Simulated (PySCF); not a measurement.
Numbering as in the mapped SMILES `[OH:1][CH:2]1[CH2:3][CH2:4]1`; H(Xn) means a hydrogen on atom n. Ha(C3), Ha(C4) are cis to O1 on the ring; Hb(C3), Hb(C4) are trans to O1 on the ring.

GIAO shifts from PySCF on PBE0-D3(BJ)/def2-TZVP geometries (one conformer, non-relativistic, equivalent nuclei averaged), against TMS at the same level and in the same medium; PCM means IEF-PCM chloroform.

Measured (solution, not stated per compound (mostly CDCl3 or CCl4); Pretsch, Buehlmann, Badertscher, Structure Determination of Organic Compounds, 4th ed. (2009)): C2 45.7, C3/C4 6.8, H(C2) 3.35 ppm.

Which unscaled values do B97-2/pcSseg-2, gas; WP04/pcSseg-2, PCM; wB97X-D/pcSseg-2, PCM give, and how close are they?

Answers


```csv
atoms,measured,"B97-2/pcSseg-2, gas","WP04/pcSseg-2, PCM","wB97X-D/pcSseg-2, PCM"
C2,45.7,51.5,55.1,52.3
C3/C4,6.8,9.5,10.3,9.6
H(C2),3.35,3.30,3.26,3.36
```

Mean absolute error for 13C: B97-2/pcSseg-2, gas 4.2, WP04/pcSseg-2, PCM 6.4, wB97X-D/pcSseg-2, PCM 4.7 ppm.

Mean absolute error for 1H: B97-2/pcSseg-2, gas 0.05, WP04/pcSseg-2, PCM 0.09, wB97X-D/pcSseg-2, PCM 0.01 ppm.
